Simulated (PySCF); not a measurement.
**Structure from NMR data**

The spectra below were simulated for a compound C2H3F3.

¹H NMR (400 MHz, computed): δ 1.72 (q, J = 12.3 Hz, 3H).

¹³C{¹H} NMR (computed): δ 117.9 (C, q, J = 340.4 Hz), 22.1 (CH3, q, J = 35.6 Hz).

- coordinates at the PBE0-D3(BJ)/def2-SVP level
- B3LYP/pcJ-1 coupling constants
- shieldings: GIAO HF/pcSseg-2
- run in PySCF 2.14
- no solvent, averaged over atoms made equivalent by symmetry, fast rotation or ring inversion, non-relativistic, a single conformation

δ = σ(ref) − σ, references computed at the same level: TMS for ¹H and ¹³C.

Deduce the structure.

Answers


The formula gives 0 degrees of unsaturation. 2 carbon signals for 2 carbons: no two carbons are equivalent. Carbon types of the structure: 1 × C, 1 × CH3, which accounts for all hydrogens. δC 117.9: CF3 carbon; 3 electronegative neighbours deshield it. δC 22.1: methyl carbon; saturated and bonded to C and H only. δH 1.72: hydrogen on a methyl carbon.

The compound is SMILES CC(F)(F)F.

The shifts were computed for this structure.

Common functionals overestimate the size of one-bond C–F couplings by tens of Hz; these are unscaled. Splittings below 1 Hz are ignored in the labels, and close J values are merged. Shifts are as computed, not scaled to solution data. Of 1211 compounds with measured shifts, 218 miss one by over three times the rms of a fit or turn the order of signals round; such compounds aren't used in these exercises.
